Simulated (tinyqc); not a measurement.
Worked calculation: CCSD on RHF in the sto-6g basis, for H2O, spin multiplicity 1. One step of it, computed by the program tinyqc.

Problem. Iteration 1: diagonalisation and new density. Diagonalise F' = X^T F X, C = X C', fill 5 alpha and 5 beta electrons from the bottom; D = 2 C_occ C_occ^T. Each column has its largest component positive (the first on a tie).

Fock matrix F (hartree), order 1O 1s, 1O 2s, 1O 2px, 1O 2py, 1O 2pz, 2H 1s, 3H 1s:
```
[[-20.004981, -4.882141, 0.000000, 0.000000, -0.026856, -0.918191, -0.918191],
 [-4.882141, -2.012916, 0.000000, 0.000000, -0.123339, -0.800448, -0.800448],
 [0.000000, 0.000000, -0.114028, 0.000000, 0.000000, 0.000000, 0.000000],
 [0.000000, 0.000000, 0.000000, -0.171553, 0.000000, -0.342741, 0.342741],
 [-0.026856, -0.123339, 0.000000, 0.000000, -0.153502, -0.252277, -0.252277],
 [-0.918191, -0.800448, 0.000000, -0.342741, -0.252277, -0.377285, -0.266135],
 [-0.918191, -0.800448, 0.000000, 0.342741, -0.252277, -0.266135, -0.377285]]
```

X, order 1O 1s, 1O 2s, 1O 2px, 1O 2py, 1O 2pz, 2H 1s, 3H 1s:
```
[[-0.325479, 0.000000, 0.744838, 0.000000, -0.610018, 0.000000, 0.177175],
 [1.081981, 0.000000, -0.272661, 0.000000, -0.278903, 0.000000, 0.453221],
 [0.000000, 0.000000, 0.000000, 1.000000, 0.000000, 0.000000, 0.000000],
 [0.000000, 0.903450, 0.000000, 0.000000, 0.000000, 0.669521, 0.000000],
 [0.455720, 0.000000, 0.653201, 0.000000, 0.656075, 0.000000, 0.191383],
 [-0.683546, -0.783243, -0.175384, 0.000000, 0.143200, 0.386137, 0.380316],
 [-0.683546, 0.783243, -0.175384, 0.000000, 0.143200, -0.386137, 0.380316]]
```

Give: F' = X^T F X; orbital energies; coefficients C; D after iteration 1.

Solution.

F' = X^T F X (hartree):
```
[[0.081, 0.000, 1.902, 0.000, -1.604, 0.000, 0.486],
 [0.000, 0.694, 0.000, 0.000, 0.000, 0.084, 0.000],
 [1.902, 0.000, -8.910, 0.000, 8.750, 0.000, -4.052],
 [0.000, 0.000, 0.000, -0.114, 0.000, 0.000, 0.000],
 [-1.604, 0.000, 8.750, 0.000, -8.934, 0.000, 4.194],
 [0.000, 0.084, 0.000, 0.000, 0.000, -0.464, 0.000],
 [0.486, 0.000, -4.052, 0.000, 4.194, 0.000, -2.913]]
```

orbital energies (hartree): [-20.009, -1.003, -0.471, -0.197, -0.114, 0.533, 0.700]

coefficients C, order 1O 1s, 1O 2s, 1O 2px, 1O 2py, 1O 2pz, 2H 1s, 3H 1s:
```
[[0.996, -0.208, 0.000, 0.100, 0.000, -0.136, 0.000],
 [0.017, 0.762, 0.000, -0.499, 0.000, 0.835, 0.000],
 [0.000, 0.000, 0.000, 0.000, 1.000, 0.000, 0.000],
 [0.000, 0.000, 0.603, 0.000, 0.000, 0.000, 0.949],
 [0.003, 0.135, 0.000, 0.826, 0.000, 0.633, 0.000],
 [-0.004, 0.232, 0.441, 0.222, 0.000, -0.749, -0.754],
 [-0.004, 0.232, -0.441, 0.222, 0.000, -0.749, 0.754]]
```

D after iteration 1, order 1O 1s, 1O 2s, 1O 2px, 1O 2py, 1O 2pz, 2H 1s, 3H 1s:
```
[[2.092, -0.383, 0.000, 0.000, 0.116, -0.060, -0.060],
 [-0.383, 1.661, 0.000, 0.000, -0.620, 0.132, 0.132],
 [0.000, 0.000, 2.000, 0.000, 0.000, 0.000, 0.000],
 [0.000, 0.000, 0.000, 0.727, 0.000, 0.532, -0.532],
 [0.116, -0.620, 0.000, 0.000, 1.402, 0.429, 0.429],
 [-0.060, 0.132, 0.000, 0.532, 0.429, 0.595, -0.184],
 [-0.060, 0.132, 0.000, -0.532, 0.429, -0.184, 0.595]]
```
